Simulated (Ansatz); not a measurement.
# BHO (singlet): wave-function methods side by side at distance B1–H3 = 0.932 Å, 6-31G

Aim: climb from Hartree-Fock through coupled cluster and multireference methods for BHO (singlet) at one geometry and basis, and see what each rung misses.

Program: Ansatz 0.2.0, Gaussian basis. Level of theory: 6-31G, correlated electrons: outside noble gas. These are calculated values, not measurements.

Plan: UHF; CCSD(T) on RHF; BCCD(T) on RHF; CISD; CCSDT(Q) on RHF; CISDTQ; CCSDTQ on RHF; CASSCF and MRCISD+Q, 2 electrons in 2 orbitals; CASSCF and NEVPT2, 2 electrons in 2 orbitals; Full CI.

### 1 The geometry

The geometry derives from a PBE0/def2-TZVP stationary point (not a proven minimum). One bond is set to the value named and the two fragments are kept rigid.

3 atoms, charge 0, spin multiplicity 1.

Atoms are counted from 1 here; the program's logs count them from 0.

Bond lengths: B1–O2 1.198 Å, B1–H3 0.932 Å. Angles: O2–B1–H3 180.0°.

In the tables R marks a restricted determinant and U an unrestricted one; 'pair' is the active space of 2 electrons in 2 orbitals; correlation energies count from the lowest restricted Hartree-Fock solution.

### 2 UHF

The input, in.yaml:

```yaml
crystal:
  periodic: [false, false, false]
  atoms:
    - {symbol: B, position_ang: [0.000000, 0.000000, 0.088654]}
    - {symbol: O, position_ang: [0.000000, 0.000000, -1.109307]}
    - {symbol: H, position_ang: [0.000000, 0.000000, 1.020654]}
basis:
  gaussian: {orbitals: 6-31G}
magnetization: {spin_polarized: true, initial_magnetization: 0}
hamiltonian: {xc: hf}
output: {orbitals: {seedname: orbitals}}
```

Command:

```console
$ ansatz run in.yaml --threads 1 --pin off --events-out ev --progress --plain --max-ram 2393MiB
```

The runs that follow: CCSD(T) on RHF; BCCD(T) on RHF; CISD; CCSDT(Q) on RHF; CISDTQ; CCSDTQ on RHF; CASSCF and MRCISD+Q, 2 electrons in 2 orbitals; CASSCF and NEVPT2, 2 electrons in 2 orbitals; Full CI.

**Question.** What will the summary of the whole plan be? Wanted: correlation energy, FCI; RMP2 from FCI; RCCSD from FCI; RCCSD(T) from FCI; RCCSDT(Q) from FCI; NEVPT2 pair from FCI; MRCISD+Q pair from FCI; T1 diagnostic; effectively unpaired electrons.

The runs gave:

| quantity | value |
| --- | --- |
| correlation energy, FCI | -5.3600 eV |
| RMP2 from FCI | +194.1 meV |
| RCCSD from FCI | +207.0 meV |
| RCCSD(T) from FCI | +30.9 meV |
| RCCSDT(Q) from FCI | -3.8 meV |
| NEVPT2 pair from FCI | +189.6 meV |
| MRCISD+Q pair from FCI | +111.3 meV |
| levels of the table within 1 kcal/mol (43 meV) | RCCSD(T), BCCD(T), RCCSDT, CISDTQ, RCCSDT(Q), RCCSDTQ |
| T1 diagnostic | 0.024 |
| effectively unpaired electrons | 0.06 |

What this shows: RCCSD(T) lands +30.9 meV from the yardstick (0.6 % of the correlation energy). RCCSDT(Q) falls below full CI, which methods that aren't variational can do. One determinant dominates. Of the multireference levels listed MRCISD+Q pair comes nearest in total energy (+111.3 meV), which doesn't show that its space is the better one. These misses are within one basis, not against nature; the frozen cores of restricted and unrestricted runs differ, which can shift their rows.
